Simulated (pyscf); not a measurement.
This saddle point was located with ωB97X-D3(BJ)/def2-SVP in PySCF.

```
Si
O 1 1.6306
O 1 1.6432 2 119.76
O 1 1.6640 2 107.37 3 -115.46
H 4 0.9624 1 113.88 2 93.22
Si 2 1.6777 1 132.71 3 -79.84
Si 3 1.6799 1 132.08 2 71.54
H 7 1.4850 3 112.14 1 -52.22
H 6 1.4857 2 111.61 1 60.21
H 6 1.4875 9 111.09 2 124.32
H 7 1.4879 8 111.47 3 -125.09
H 6 1.4893 9 108.80 10 119.48
H 7 1.4906 8 108.66 11 -119.06
O 1 1.8129 2 110.95 6 66.71
H 14 0.9668 1 118.04 2 149.94
H 14 1.0761 15 122.92 1 -108.45
F 16 1.3218 14 130.08 15 133.76
```
Charge 0, spin multiplicity 1.

Surface: singlet, charge 0. Lowest wavenumbers (cm⁻¹): 484i, 58, 61, 108, 117.

Q: What reaction is this the transition state of?

A: `[OH][Si]([OH])([O][SiH3])[O][SiH3]` + `[FH]` ⇌ `[OH][Si]([F])([O][SiH3])[O][SiH3]` + `[OH2]`, a four-centre exchange read from left to right: O–Si, F–H broken and F–Si, H–O formed. At ωB97M-D3(BJ)/def2-TZVP it lies +57.0 kJ/mol from the left side and +98.2 kJ/mol from the right (each side as separated species at their lowest minima found). On the reactant side the descent ends in a bound adduct, 40.1 kJ/mol under the separated species and 99.7 kJ/mol under the saddle at ωB97X-D3(BJ)/def2-TZVP. On the product side the descent ends in a complex (not fully relaxed), 28.6 kJ/mol under the separated species and 127.5 kJ/mol under the saddle at ωB97X-D3(BJ)/def2-TZVP. This is the saddle that the search found; another between the same sides may lie lower.
